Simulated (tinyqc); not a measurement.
Inside a calculation. Method: Pariser-Parr-Pople SCF with singles CI, for the molecule c1ccsc1 (SMILES; centres numbered as the heavy atoms are written). Computed by tinyqc, a small Python program that keeps every step. Settings: charge = 0, gamma = MN, start = huckel, damping = 0.3, iteration cap = 78, excitations kept = 9. Command: `OMP_NUM_THREADS=1 python tinyqc.py 31152 31153 out.jsonl` (the two numbers bound the seeds that draw the settings). One thread of a shared host (Intel(R) Xeon(R) Processor @ 2.60GHz), about 0.01 s of CPU time with the checks. Later iterations appear only in the table of the cycle.

## PPP integrals

Centres (angstrom, eV; a flat drawing with bonds scaled to 1.40 angstrom):
```
centre          x          y  core charge z          W   gamma_rr
1C       1.191000   0.000000              1  10.390000  10.440000
2C       0.368000   1.133000              1  10.390000  10.440000
3C      -0.963000   0.700000              1  10.390000  10.440000
4S      -0.963000  -0.700000              2  24.380000  14.120000
5C       0.368000  -1.133000              1  10.390000  10.440000
```

Resonance integrals (eV):
```
i  j       beta
1  2  -2.390000
2  3  -2.390000
3  4  -2.130000
4  5  -2.130000
5  1  -2.390000
```

Mataga-Nishimoto: gamma = 14.399645/(R + a), a = 2 x 14.399645/(gamma_rr + gamma_ss); H_rr = -W_r - sum_(s != r) z_s gamma_rs; H_rs = beta for bonds.

repulsion gamma_rs (eV), order 1C, 2C, 3C, 4S, 5C:
```
[[10.440000, 5.180400, 3.951426, 4.188991, 5.180400],
 [5.180400, 10.440000, 5.181710, 4.188525, 3.950220],
 [3.951426, 5.181710, 10.440000, 5.597291, 3.951011],
 [4.188991, 4.188525, 5.597291, 14.120000, 5.598030],
 [5.180400, 3.950220, 3.951011, 5.598030, 10.440000]]
```

core matrix H (eV), order 1C, 2C, 3C, 4S, 5C:
```
[[-33.080207, -2.390000, 0.000000, 0.000000, -2.390000],
 [-2.390000, -33.079379, -2.390000, 0.000000, 0.000000],
 [0.000000, -2.390000, -34.668730, -2.130000, 0.000000],
 [0.000000, 0.000000, -2.130000, -43.952837, -2.130000],
 [-2.390000, 0.000000, 0.000000, -2.130000, -34.667691]]
```

## Starting guess

pi electrons, sum of z_r less the charge = 6

Orbitals of the Hueckel matrix of the beta values.

P at the start, order 1C, 2C, 3C, 4S, 5C:
```
[[1.190232, 0.637446, -0.233692, -0.257471, 0.660735],
 [0.637446, 1.190232, 0.660735, -0.257471, -0.233692],
 [-0.233692, 0.660735, 1.194462, 0.638058, -0.252751],
 [-0.257471, -0.257471, 0.638058, 1.230611, 0.638058],
 [0.660735, -0.233692, -0.252751, 0.638058, 1.194462]]
```

## Iteration 1: Fock matrix

F_rr = H_rr + P_rr gamma_rr / 2 + sum_(s != r) P_ss gamma_rs; F_rs = H_rs - P_rs gamma_rs / 2; E = tr P (H + F) / 2 + core repulsion sum_(r<s) z_r z_s gamma_rs.

F (eV), order 1C, 2C, 3C, 4S, 5C:
```
[[-4.638677, -4.041112, 0.461708, 0.539272, -4.101437],
 [-4.041112, -4.638298, -4.101870, 0.539212, 0.461567],
 [0.461708, -4.101870, -5.955662, -3.915698, 0.499311],
 [0.539272, 0.539212, -3.915698, -11.921146, -3.915934],
 [-4.101437, 0.461567, 0.499311, -3.915934, -5.956709]]
```

pi energy = -82.269368 eV

## Iteration 1: orbitals and new P

Diagonalise F (the basis is taken as orthonormal) and form P = 2 sum c c over the lowest orbitals; 0.3 of the old P is kept.

orbital energies (eV): [-15.333697, -10.031015, -8.948891, -0.692907, 1.896019]

P after iteration 1, order 1C, 2C, 3C, 4S, 5C:
```
[[1.101150, 0.613435, -0.133756, -0.249528, 0.723643],
 [0.613435, 1.101151, 0.723655, -0.249484, -0.133779],
 [-0.133756, 0.723655, 1.141197, 0.531771, -0.371057],
 [-0.249528, -0.249484, 0.531771, 1.515243, 0.531770],
 [0.723643, -0.133779, -0.371057, 0.531770, 1.141260]]
```

## Iteration 2: Fock matrix

As before.

F (eV), order 1C, 2C, 3C, 4S, 5C:
```
[[-4.858929, -3.978920, 0.264263, 0.522636, -4.264380],
 [-3.978920, -4.858765, -4.264885, 0.522485, 0.264228],
 [0.264263, -4.264885, -5.664342, -3.618240, 0.733024],
 [0.522636, 0.522485, -3.618240, -11.253903, -3.618432],
 [-4.264380, 0.264228, 0.733024, -3.618432, -5.664874]]
```

pi energy = -83.345265 eV

## Iteration 2: orbitals and new P

As before.

orbital energies (eV): [-14.488669, -10.223833, -8.941798, -0.310751, 1.664239]

P after iteration 2, order 1C, 2C, 3C, 4S, 5C:
```
[[1.076830, 0.594681, -0.102160, -0.243115, 0.752861],
 [0.594681, 1.076822, 0.752876, -0.243063, -0.102179],
 [-0.102160, 0.752876, 1.112399, 0.487686, -0.405428],
 [-0.243115, -0.243063, 0.487686, 1.621495, 0.487694],
 [0.752861, -0.102179, -0.405428, 0.487694, 1.112454]]
```

## Convergence

Stop when output and input P, before any damping, agree to 1e-7.

Course of the cycle:
```
iteration        E (eV)  largest |P(out) - P(in)|
1          -82.26936779                  4.07e-01
2          -83.34526472                  1.52e-01
3          -83.70528212                  5.98e-02
4          -83.82261209                  2.50e-02
5          -83.86045738                  1.11e-02
6          -83.87264389                  5.20e-03
7          -83.87658315                  3.09e-03
8          -83.87786635                  1.93e-03
9          -83.87828874                  1.21e-03
10         -83.87842952                  7.50e-04
11         -83.87847709                  4.66e-04
...                 ...                       ...
19         -83.87850216                  1.01e-05
20         -83.87850217                  6.26e-06
21         -83.87850217                  3.88e-06
22         -83.87850217                  2.40e-06
23         -83.87850217                  1.49e-06
24         -83.87850217                  9.20e-07
25         -83.87850217                  5.70e-07
26         -83.87850217                  3.53e-07
27         -83.87850217                  2.18e-07
28         -83.87850217                  1.35e-07
29         -83.87850217                  8.36e-08
```

Converged in 29 iterations.

## Converged orbitals

Charges are z - P_rr.

orbital energies (eV): [-14.021424, -10.233484, -8.977070, -0.126522, 1.563262]

coefficients, order 1C, 2C, 3C, 4S, 5C:
```
[[0.243451, 0.589686, 0.357542, -0.304964, -0.610051],
 [0.243473, 0.589784, -0.357351, -0.304753, 0.610165],
 [0.387262, 0.137682, -0.610082, 0.575352, -0.357549],
 [0.762562, -0.516305, -0.000086, -0.389781, 0.000045],
 [0.387273, 0.137471, 0.610134, 0.575467, 0.357344]]
```

pi charges: [-0.069668, -0.069649, -0.082256, 0.303858, -0.082284]

## Singles CI, singlets

Over the 6 single excitations with the smallest orbital gaps: A = (e_a - e_i) delta + 2 (ia|jb) - (ij|ab), with (pq|rs) = sum c_mp c_mq gamma_mn c_nr c_ns. f = 2/3 w |mu|^2 in atomic units, mu = sqrt2 sum c_ia sum_m c_mi c_ma R_m.

singlet CI matrix (eV), order 3>4, 2>4, 3>5, 2>5, 1>4, 1>5:
```
[[5.804392, 0.000420, 0.000495, -0.156550, 0.000135, 0.317948],
 [0.000420, 6.524495, 0.846537, 0.000038, 0.058233, 0.000225],
 [0.000495, 0.846537, 7.091816, 0.000012, 0.123980, 0.000306],
 [-0.156550, 0.000038, 0.000012, 8.142177, 0.000262, 0.248130],
 [0.000135, 0.058233, 0.123980, 0.000262, 9.756836, -0.000066],
 [0.317948, 0.000225, 0.000306, 0.248130, -0.000066, 11.300039]]
```

singlet excitation energies (eV): [5.773720, 5.915193, 7.692174, 8.136646, 9.765781, 11.336242]

oscillator strengths: [0.369903, 0.034686, 0.970561, 0.284258, 0.000089, 0.024544]

## Singles CI, triplets

Over the 6 single excitations with the smallest orbital gaps: A = (e_a - e_i) delta - (ij|ab), with (pq|rs) = sum c_mp c_mq gamma_mn c_nr c_ns.

triplet CI matrix (eV), order 3>4, 2>4, 3>5, 2>5, 1>4, 1>5:
```
[[2.732141, -0.000163, -0.000110, -0.781578, -0.000225, -0.953122],
 [-0.000163, 4.539207, -0.781578, 0.000217, 0.453914, 0.000163],
 [-0.000110, -0.781578, 4.856970, 0.000262, -0.953122, 0.000454],
 [-0.781578, 0.000217, 0.000262, 5.529968, 0.000163, -0.771905],
 [-0.000225, 0.453914, -0.953122, 0.000163, 7.494367, 0.000088],
 [-0.953122, 0.000163, 0.000454, -0.771905, 0.000088, 10.540850]]
```

triplet excitation energies (eV): [2.374417, 3.879171, 5.071305, 5.684588, 7.940068, 10.743954]
